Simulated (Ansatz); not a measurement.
Saddle point of C2H7Al, closed shell (C₂H₄ (C=C) + AlH₃ → C₂H₇Al ([CH3][CH2][AlH2]); bonds formed: Al1–C5, H2–C6; bonds broken: Al1–H2), PBE0-D4/def2-TZVP structure:

```
10
angstrom
Al -0.1802 -0.9990 0.7712
H 0.8429 -1.2555 -0.5120
H -1.5546 -1.7384 0.5047
H 0.6648 -0.9011 2.1066
C -0.4092 1.0087 0.0391
C 0.4678 0.4266 -0.8699
H -0.0226 1.6475 0.8233
H -1.4575 1.1059 -0.2145
H 1.5323 0.6197 -0.8120
H 0.1164 0.0856 -1.8364
```

Energies are electronic, without zero-point energy. Barriers and step energies count from the start structure reached by relaxing down the imaginary mode; all methods use the PBE0-D4 structures, on which another method's saddle can fall below an end. Program: Ansatz 0.2.0. Basis: def2-TZVPP, with def2-QZVPP for the basis limit. Cores are frozen in the correlated methods. B3LYP uses VWN-RPA correlation. Extrapolation: Hartree–Fock as exp(−7.88 √X), correlation as X^−2.97.

| method | barrier (eV) | step energy (eV) |
| --- | --- | --- |
| SPW92 | ? | -0.976 |
| PBE-D4 | 0.239 | -0.875 |
| BLYP-D4 | 0.410 | -0.758 |
| r2SCAN-D4 | 0.269 | -0.881 |
| B97M-V | 0.380 | -0.832 |
| PBE0-D4 | 0.314 | -0.963 |
| B3LYP-D4 | 0.450 | -0.846 |
| r2SCAN0-D4 | 0.332 | -0.953 |
| BHLYP-D4 | 0.554 | -0.914 |
| CAM-B3LYP-D4 | 0.474 | -0.925 |
| wB97X-V | ? | -0.958 |
| wB97M-V | 0.461 | -0.895 |
| B2PLYP | 0.467 | -0.905 |
| PBE-QIDH | 0.398 | -1.022 |
| RPA on PBE | 0.482 | -0.874 |
| HF | ? | -0.844 |
| MP2 | 0.495 | -0.975 |
| CCSD | 0.571 | -0.910 |
| CCSD(T) | 0.513 | -0.876 |

Fill in the withheld barriers. (An estimate is asked for; the value comes from the calculation.)

The calculation gives: wB97X-V 0.463; HF 0.847; SPW92 0.048 eV. Each is the energy of the saddle less that of the start structure, by the same method.

For comparison, the barrier by CCSD(T) at an estimated basis limit (MP2 extrapolated from triple and quadruple zeta, plus CCSD(T) − MP2 in triple zeta) is 0.505 eV.

The T1 diagnostic stays at or below 0.016. The start structure is not quite a true minimum (one mode of 83i cm⁻¹).

Labels in which every atom is bracketed show which atoms are joined, not bond orders.

For scale, one of the runs: CCSD(T)/def2-TZVPP, 202 basis functions, launched by `ansatz run in.yaml --threads 2 --pin off --events-out ev --progress --plain --max-ram 4352MiB`. The run took 43 s on 2 CPU threads of an Arm Neoverse V1 (shared host), with 2.4 GiB of host memory at its peak.
